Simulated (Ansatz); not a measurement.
**Cs2Rb: from a trial structure to a relaxed crystal**

Computed with DFT PBE, scalar-relativistic, plane waves, PAW in Ansatz 0.2.0. Cutoff 420 eV, Γ-centred k mesh, Gaussian smearing, no spin polarisation in the final step.

Cs2Rb was placed on the cadmium chloride structure type (R-3m, No. 166), with Rb in place of Cd, Cs in place of Cl, at a guessed volume.

```
Cs Rb
1.0
     2.35419    1.35919    7.11025
    -2.35419    1.35919    7.11025
     0.00000   -2.71838    7.11025
Cs Rb
2 1
Direct
  0.75000 0.75000 0.75000
  0.25000 0.25000 0.25000
  0.00000 0.00000 0.00000
```

Steps on the 6×6×6 mesh (3 atoms). 12 of 17 steps are shown, and the free energy counts from the last. Trial steps that were taken back and renewals of the plane-wave basis can be among the rows.

```
step  ΔF (meV/atom) V (Å³/atom) P (GPa) largest force component (eV/Å)
   1         1087.0        45.50     6.58                           1.215
   2          761.7        51.26     4.83                           0.691
   4          365.1        65.54     2.74                           0.349
   5          240.1        73.02     1.86                           0.163
   7          119.6        86.67     0.74                           0.006
   8           93.0        93.05     0.37                           0.003
  10           77.9       101.59    -0.06                           0.004
  11           77.0       101.63    -0.08                           0.002
  13           28.7        99.77     0.30                           0.001
  14           17.8       100.30     0.27                           0.002
  16            0.1       105.50     0.10                           0.001
  17            0.0       105.50     0.11                           0.001
```

Steps on the 12×12×12 mesh (3 atoms). 6 of 6 steps are shown, and the free energy counts from the last.

```csv
step,ΔF (meV/atom),V (Å³/atom),P (GPa),largest force component (eV/Å)
1,19.3,105.50,0.11,0.008
2,17.5,105.92,0.09,0.008
3,7.5,108.27,0.02,0.002
4,1.6,109.74,-0.02,0.001
5,0.2,110.06,-0.04,0.001
6,0.0,110.06,-0.03,0.001
```

A final relaxation ran on a 12×12×12 mesh. The relaxed crystal, R-3m (No. 166):

```cif
data_structure
_symmetry_space_group_name_H-M 'R-3m:H'
_symmetry_Int_Tables_number 166
_cell_length_a 5.4131
_cell_length_b 5.4131
_cell_length_c 39.0364
_cell_angle_alpha 90.000
_cell_angle_beta 90.000
_cell_angle_gamma 120.000
_cell_volume 990.57
loop_
_atom_site_label
_atom_site_type_symbol
_atom_site_symmetry_multiplicity
_atom_site_Wyckoff_symbol
_atom_site_fract_x
_atom_site_fract_y
_atom_site_fract_z
_atom_site_occupancy
Cs1 Cs 6 c 0.00000 0.00000 0.77514 1
Rb1 Rb 3 a 0.00000 0.00000 0.00000 1
```

For Cs2Rb, the volume per atom is 110.06 Å³ and the density is 1.77 g/cm³. The energy over the elements is 0.00 eV/atom and the gap on the 12×12×12 mesh is 0 eV (a metal).

Formation energies are uncorrected and refer to the elements' standard structures at the same level.

The final run used a 12×12×12 mesh on its 3-atom cell and 0.10 eV smearing. The k mesh leaves about 4 meV/atom of noise in metals.

A structure relaxed within its symmetry needn't be a true minimum.

Cost: 3 runs of about 9.9 core-minutes in all, on Arm Neoverse V1 (shared hosts).